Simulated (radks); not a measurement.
# N³⁺ in [He] 2s1 2p1: an all-electron calculation

What are the levels of the nitrogen ion N3+, how large are its shells, and how does its energy divide?

Program: radks (a radial shooting solver on a logarithmic mesh, Libxc functionals) version 1. Level of theory: non-relativistic Kohn-Sham, PBE, spin-polarised, spherical densities, point nucleus; open shells are filled with parallel spins first. These are calculated values, not measurements, unless marked.

**1. The atom as given**

```
element       : nitrogen (Z = 7)
charge        : +3
electrons     : 4
configuration : [He] 2s1 2p1
```

The outer shells:

N³⁺
```
[He] core
2s [↑ ]
2p [↑ ][  ][  ]
```

**2. Self-consistent calculation**

Input:

```text
Z 7
configuration [He] 2s1 2p1 3s0 3p0
relativity non-relativistic
functional pbe,pbe
spin polarised
nucleus point
```

Command:

```
python run_ks.py task.json out
```

This one command runs every case of the session in turn.

**Question.** What will this run give?

As calculated:

```
                        quantity                   value
                    total energy       -50.85130 hartree
exchange-correlation share of it                 10.41 %
                            −T/E                  0.9986
          highest occupied level       2p up, -58.550 eV
    most extended occupied level  2s up, <r> = 1.10 bohr
 radius at density 0.001 e/bohr³               2.41 bohr
    maxima of the radial density                       2
```

The radial density shows 2 maxima for 2 occupied principal shells. The ratio −T/E is 0.9986; for a non-relativistic Coulomb system it is 1 up to the kinetic part of correlation. This is not the tabulated ground configuration, so its levels and sizes aren't those of the ground state, and no measured value stands beside it.
